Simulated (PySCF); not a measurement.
Gas-phase reaction: CH3SiHCl2 + 2 C3H4 (propyne) = Si + 2 CHCl + 5 CH2

Computed with PySCF and rigid-rotor harmonic-oscillator thermochemistry at 1 bar. † marks an energy on the PBE0/def2-TZVP geometry and frequencies; other levels use their own. MP2 and CCSD(T) freeze the core. Open shells (unrestricted): Si (multiplicity 3), CH2 (multiplicity 3); the rest are closed-shell singlets. Spin-orbit splitting is ignored; it lowers the true energy and changes the entropy of Si. MP2 isn't extrapolated to the basis-set limit. CCSD(T) isn't extrapolated to the basis-set limit. Warning, large T1 diagnostic: CHCl (CCSD(T)/def2-SVP†).

PBE/def2-SVP gives ΔH°(298 K) = 3086 kJ.

What do CCSD(T)/def2-SVP†, r2SCAN/def2-TZVP†, MP2/def2-TZVPP† give?

CCSD(T)/def2-SVP†: 2918 kJ; r2SCAN/def2-TZVP†: 2955 kJ; MP2/def2-TZVPP†: 3130 kJ. For scale, ΔH°(298 K) is 3086 kJ at this level, 3074 kJ at ωB97M-V/def2-TZVP†, and runs from 2219 to 3797 kJ over the 20 levels computed († marks an energy on the PBE0/def2-TZVP geometry).
